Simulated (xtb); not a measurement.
propyl chloride (C$_{3}$H$_{7}$Cl), singlet, geometry from GFN2-xTB; GFN0-xTB (xtb).

Input for xtb:
```
$ xtb mol.xyz --gfn 0 --chrg 0 --uhf 0 --json

# file mol.xyz
11

C      0.89556841    -0.62693231     0.00894819
C      2.36249557    -0.21115776     0.02829502
C     -0.00837571     0.59425323     0.00182904
H      0.67244806    -1.23599530     0.88678452
H      0.69409767    -1.23025825    -0.87803793
H      3.00106085    -1.09029661     0.03327060
Cl    -1.72614612     0.10884623    -0.02082132
H      2.60373276     0.38459165    -0.84900501
H      2.58209192     0.37885692     0.91510288
H      0.13553048     1.19997169     0.89678449
H      0.15739271     1.20576508    -0.88537060
```

Output, abridged:

```
   ID    Z sym.   atoms
    1    6 C      1-3
    2    1 H      4-6, 8-11
    3   17 Cl     7

           -------------------------------------------------
          |                Calculation Setup                |
           -------------------------------------------------

           -------------------------------------------------
          |                 G F N 0 - x T B                 |
           -------------------------------------------------

          ...................................................
          :                      SETUP                      :
          :.................................................:
          :  # basis functions                  36          :
          :  # atomic orbitals                  35          :
          :  # shells                           23          :
          :  # electrons                        26          :
          :  electronic temp.          300.0000000     K    :
          :  accuracy                    1.0000000          :
          :  -> integral cutoff          0.2500000E+02      :
          :  -> integral neglect         0.1000000E-07      :
          ...................................................

         :::::::::::::::::::::::::::::::::::::::::::::::::::::
         ::                     SUMMARY                     ::
         :::::::::::::::::::::::::::::::::::::::::::::::::::::
         :: total energy             -14.527222198144 Eh    ::
         :: gradient norm              0.010429031772 Eh/a0 ::
         :: HOMO-LUMO gap              5.837822873364 eV    ::
         ::.................................................::
         :: H0 energy                -14.664907157782 Eh    ::
         :: repulsion energy           0.164230314549 Eh    ::
         :: electrostat energy        -0.024080940113 Eh    ::
         :: -> Gsolv                   0.000000000000 Eh    ::
         ::    -> Gsasa                0.000000000000 Eh    ::
         ::    -> Gshift               0.000000000000 Eh    ::
         :: dispersion energy         -0.002464414798 Eh    ::
         :: short-range corr.          0.000000000000 Eh    ::
         :: add. restraining           0.000000000000 Eh    ::
         :: total charge              -0.000000000000 e     ::
         :::::::::::::::::::::::::::::::::::::::::::::::::::::

           -------------------------------------------------
          |                Property Printout                |
[...]
             Fermi-level            0.0000000 Eh            0.0000 eV

     #   Z          covCN         q      C6AA      α(0)
     1   6 C        3.829    -0.110    25.267     7.240
     2   6 C        3.753    -0.391    32.479     8.224
     3   6 C        3.716    -0.057    24.280     7.122
     4   1 H        0.924     0.105     1.741     2.063
     5   1 H        0.924     0.105     1.741     2.063
     6   1 H        0.925     0.134     1.509     1.921
     7  17 Cl       0.917    -0.237   104.583    15.633
     8   1 H        0.925     0.135     1.499     1.914
     9   1 H        0.925     0.135     1.499     1.914
    10   1 H        0.925     0.091     1.873     2.140
    11   1 H        0.925     0.091     1.873     2.140

 Mol. C6AA /au·bohr⁶  :       1218.130166
 Mol. C8AA /au·bohr⁸  :      32969.404462
 Mol. α(0) /au        :         52.375573

Wiberg/Mayer (AO) data.
largest (>0.10) Wiberg bond orders for each atom

 ---------------------------------------------------------------------------
     #   Z sym  total        # sym  WBO       # sym  WBO       # sym  WBO
 ---------------------------------------------------------------------------
     1   6 C    3.989 --     2 C    1.019     3 C    1.014     5 H    0.976
                             4 H    0.976
     2   6 C    3.980 --     1 C    1.019     6 H    0.983     9 H    0.982
                             8 H    0.982
     3   6 C    3.924 --     1 C    1.014    10 H    0.974    11 H    0.974
                             7 Cl   0.956
     4   1 H    0.986 --     1 C    0.976
     5   1 H    0.986 --     1 C    0.976
     6   1 H    0.983 --     2 C    0.983
     7  17 Cl   1.031 --     3 C    0.956
     8   1 H    0.981 --     2 C    0.982
     9   1 H    0.981 --     2 C    0.982
    10   1 H    0.989 --     3 C    0.974
    11   1 H    0.989 --     3 C    0.974
 ---------------------------------------------------------------------------

Topologies differ in total number of bonds
Writing topology from bond orders to xtbtopo.mol

 dipole moment from electron density (au)
     X       Y       Z
   0.7030   0.1700   0.0092  total (Debye):    1.838

           -------------------------------------------------
          | TOTAL ENERGY              -14.527222198144 Eh   |
          | GRADIENT NORM               0.010429031772 Eh/α |
          | HOMO-LUMO GAP               5.837822873364 eV   |
           -------------------------------------------------

normal termination of xtb
```
